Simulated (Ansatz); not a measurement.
# UB3LYP/6-311+G(d,p) run of C2H6B (SMILES [CH2]BC)

Aim: the vertical doublet–quartet gap of C2H6B at UB3LYP/6-311+G**, from 2 runs. 

Program for the calculation: Ansatz 0.2.0.

45 further runs of the same task are left out: 45 set aside as unsound or not needed.

## 1. The structure to begin with

C2H6B: 9 atoms, total charge 0, spin state doublet. SMILES: `[CH2]BC`. The shape is that of a PBE0-D4/def2-TZVP optimisation. This is one conformer, not always the lowest.

Bond lengths: C1–B2 1.531 Å, B2–C3 1.561 Å, C1–H4 1.088 Å, C1–H5 1.087 Å, B2–H6 1.202 Å, C3–H7 1.092 Å, C3–H8 1.097 Å, C3–H9 1.097 Å. Some angles: C1–B2–C3 122.9°, C1–B2–H6 118.3°, C3–B2–H6 118.8°, B2–C1–H4 122.7°, B2–C1–H5 123.3°, B2–C3–H7 115.2°, B2–C3–H8 109.8°, B2–C3–H9 110.0°, H4–C1–H5 113.9°, H7–C3–H8 108.4°.

## 2. The energy at UB3LYP/6-311+G(d,p)

molecule.yaml reads:

```yaml
crystal:
  periodic: [false, false, false]
  atoms:
    - {symbol: C, position_ang: [-0.840100, 0.743300, -1.023500]}
    - {symbol: B, position_ang: [0.191800, 0.540800, 0.089100]}
    - {symbol: C, position_ang: [0.525000, -0.860100, 0.691800]}
    - {symbol: H, position_ang: [-1.406600, -0.078400, -1.457800]}
    - {symbol: H, position_ang: [-1.074500, 1.714900, -1.450600]}
    - {symbol: H, position_ang: [0.769100, 1.506600, 0.513000]}
    - {symbol: H, position_ang: [-0.036500, -1.695300, 0.267500]}
    - {symbol: H, position_ang: [1.596100, -1.069200, 0.576400]}
    - {symbol: H, position_ang: [0.364200, -0.849200, 1.777100]}
basis:
  gaussian: {orbitals: 6-311+G_st__st_.json}
magnetization: {spin_polarized: true, initial_magnetization: 1}
hamiltonian: {xc: {name: B3LYP}}
accuracy: high
output: {orbitals: {seedname: orbitals}}
```

The basis set 6-311+G** is read from a file made from the Basis Set Exchange's data (not shown).

The run is started by

```sh
$ ansatz run molecule.yaml --threads 1 --pin off --max-ram 3480MiB --events-out events.jsonl --progress --plain --runs-dir runs
```

The program printed:

```text
Warning: RAYON_NUM_THREADS=1 ignored (pool sized by the plan → 1); use --threads N
Functional definition: B3LYP
  name "B3LYP"
  parameter a0 = 0.2
  parameter ax = 0.72
  parameter ac = 0.81
  exchange = (1 - a0 - ax)*slater_x + ax*b88_x + a0*exact_x
  correlation = (1 - ac)*vwn_rpa_c + ac*lyp_c
2069 factors; integrals over basis functions are off by at most 3.6e-9 eV
mean field evaluation 1: about -2838.4864 eV, gradient 4.4e1 eV
mean field evaluation 2: about -2834.9047 eV, gradient 4.8e1 eV
mean field evaluation 4: about -2847.6732 eV, gradient 1.5e0 eV
mean field evaluation 8: about -2847.7633 eV, gradient 5.0e-2 eV
mean field evaluation 16: about -2847.7633 eV, gradient 2.8e-5 eV
mean field -2847.76332223 eV, -104.6533718086 hartree, gradient 7.5e-8 eV, S^2 0.752300; 0 other end points of the search recorded, 0 dependent functions left out
reference -2847.76336899 eV, -104.6533735270 hartree; 12, 11 occupied and 90, 91 virtual orbitals, 2069 factors
Total energy: -2847.76336899 eV, -104.6533735270 hartree
```

Run time: 11 s. Hardware: 1 thread of Arm Neoverse V2, shared host; peak memory 0.39 GiB.

## 3. The quartet, same level

job.yaml reads:

```yaml
crystal:
  periodic: [false, false, false]
  atoms:
    - {symbol: C, position_ang: [-0.840100, 0.743300, -1.023500]}
    - {symbol: B, position_ang: [0.191800, 0.540800, 0.089100]}
    - {symbol: C, position_ang: [0.525000, -0.860100, 0.691800]}
    - {symbol: H, position_ang: [-1.406600, -0.078400, -1.457800]}
    - {symbol: H, position_ang: [-1.074500, 1.714900, -1.450600]}
    - {symbol: H, position_ang: [0.769100, 1.506600, 0.513000]}
    - {symbol: H, position_ang: [-0.036500, -1.695300, 0.267500]}
    - {symbol: H, position_ang: [1.596100, -1.069200, 0.576400]}
    - {symbol: H, position_ang: [0.364200, -0.849200, 1.777100]}
basis:
  gaussian: {orbitals: 6-311+G_st__st_.json}
magnetization: {spin_polarized: true, initial_magnetization: 3}
hamiltonian: {xc: {name: B3LYP}}
accuracy: high
output: {orbitals: {seedname: orbitals}}
```

The basis set 6-311+G** is read from a file made from the Basis Set Exchange's data (not shown).

The run is started by

```sh
$ ansatz run job.yaml --threads 1 --pin off --max-ram 3480MiB --events-out events.jsonl --progress --plain --runs-dir runs
```

The program printed:

```text
Warning: RAYON_NUM_THREADS=1 ignored (pool sized by the plan → 1); use --threads N
Functional definition: B3LYP
  name "B3LYP"
  parameter a0 = 0.2
  parameter ax = 0.72
  parameter ac = 0.81
  exchange = (1 - a0 - ax)*slater_x + ax*b88_x + a0*exact_x
  correlation = (1 - ac)*vwn_rpa_c + ac*lyp_c
2069 factors; integrals over basis functions are off by at most 3.6e-9 eV
mean field evaluation 1: about -2830.9762 eV, gradient 4.5e1 eV
mean field evaluation 2: about -2814.9294 eV, gradient 6.3e1 eV
mean field evaluation 4: about -2840.9089 eV, gradient 4.0e0 eV
mean field evaluation 8: about -2841.0918 eV, gradient 4.5e-1 eV
mean field evaluation 16: about -2841.0932 eV, gradient 6.7e-3 eV
mean field evaluation 32: about -2841.0932 eV, gradient 4.5e-8 eV
mean field -2841.09321318 eV, -104.4082498222 hartree, gradient 4.4e-8 eV, S^2 3.755802; 4 other end points of the search recorded, 0 dependent functions left out
reference -2841.09325878 eV, -104.4082514980 hartree; 13, 10 occupied and 89, 92 virtual orbitals, 2069 factors
Total energy: -2841.09325878 eV, -104.4082514980 hartree
```

It took 14 s on 1 thread of Arm Neoverse V2, shared host; peak memory 0.39 GiB.

## 4. Summary of results

Level: UB3LYP/6-311+G**.

```
                                        quantity          value
                           doublet: total energy  -104.65337 Eh
     doublet: HOMO energy (highest over α and β)       -7.29 eV
      doublet: LUMO energy (lowest over α and β)       -3.74 eV
                                   doublet: ⟨S²⟩          0.752
                           quartet: total energy  -104.40825 Eh
     quartet: HOMO energy (highest over α and β)       -2.17 eV
                                   quartet: ⟨S²⟩          3.756
vertical energy of the quartet above the doublet       6.670 eV
```

**Reading.** At this shape the quartet lies 6.67 eV (154 kcal/mol) above the doublet.
